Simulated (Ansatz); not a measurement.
System: rock-salt RbBr. Method: B3LYP (VWN-RPA form) (Ansatz, a program for electronic structure, PAW).

Input file:

Ansatz 0.2 input:
```yaml
crystal:
  lattice:
    - [0.0, 3.5356928097, 3.5356928097]
    - [3.5356928097, 0.0, 3.5356928097]
    - [3.5356928097, 3.5356928097, 0.0]
  atoms:
    - { symbol: Rb, position: [0.0, 0.0, 0.0] }
    - { symbol: Br, position: [0.5, 0.5, 0.5] }
basis:
  ecutwfc: 460
  ecutrho_ratio: 4
  xc_grid: 2
kpoints:
  mp_grid: { grid: [6, 6, 6] }
hamiltonian:
  xc: b3lyp
  dispersion: none
  pseudopotentials: { kind: paw }
scf:
  occupations: { method: fermi_dirac, width: 0.01 }
  convergence: { dr2_threshold: 0.0000000002 }
output:
  forces: true
  stress: true
  eigenvalues: true
```

Excerpt of the program's output:

```
WARN output.stress: scf.exx.energy_threshold = 1e-6 eV is looser than the 2e-8 eV advised for a stress under a hybrid functional (1e-8 eV for each atom of the …
Crystal: 2 atoms, lattice volume = 88.400 Å³
Basis set: ecut = 460 eV, 1989 PW (Γ), exchange–correlation on 72×72×72 points (8 copies of the dense FFT grid, shifted against one another)
Bands: 12, of which v1, the nominal top of the filled ones, is band 8 counted from 1 (7 counted from 0)
Symmetry: 48 space group operations
Space group: Fm-3m (ITA 225), of the structure as read, at distance tolerance 4.5e-5 Å
k-points: 16 of 216
Functional: x = 0.1 slater + 0.9 b88, c = 0.19 vwn_rpa + 0.81 lyp, warm-up for x = 0.08 slater + 0.72 b88 + 0.2 exact, c = 0.19 vwn_rpa + 0.81 lyp
SCF iter   1: F=—  HF=-6072.552484 eV  |F-HF|=—  |Δ(HF+E_count)|=         —  Δρ=2.28e-3  dr2=2.34e-3
SCF iter   2: F=-6072.552397 eV  HF=-6072.552453 eV  |F-HF|=5.56e-5  |Δ(HF+E_count)|=   3.08e-5  Δρ=1.01e-3  dr2=3.90e-4
Crystal: 2 atoms, lattice volume = 88.400 Å³
Initial density: handed on by an earlier stage of this run
Functional: x = 0.08 slater + 0.72 b88 + 0.2 exact, c = 0.19 vwn_rpa + 0.81 lyp
  ...
Crystal: 2 atoms, lattice volume = 88.400 Å³
SCF iter   4: F=—  HF=-6076.895010 eV  |F-HF|=—  |Δ(HF+E_count)|=   2.20e-8  Δρ=1.30e-6  dr2=2.96e-9
SCF iter   5: F=-6076.895010 eV  HF=-6076.895010 eV  |F-HF|=8.82e-11  |Δ(HF+E_count)|=   1.14e-9  Δρ=3.98e-7  dr2=1.85e-10
SCF 3 converged in 5 iterations: F = -6076.895010 eV  dr2 = 1.85e-10
Free energy (F): -6076.895010 eV
Internal energy: -6076.895010 eV  (E = F + TS)
E sigma→0 (E₀):  -6076.895010 eV
Fermi energy:    2.520672 eV
--- Stress (GPa, compression-positive) ---
        0.002357      -0.000000       0.000000
       -0.000000       0.002357       0.000000
       -0.000000      -0.000000       0.002357
  P = ⅓ Tr σ = 0.0024 GPa (0.024 kbar)
```

The PAW data were made under PBE.
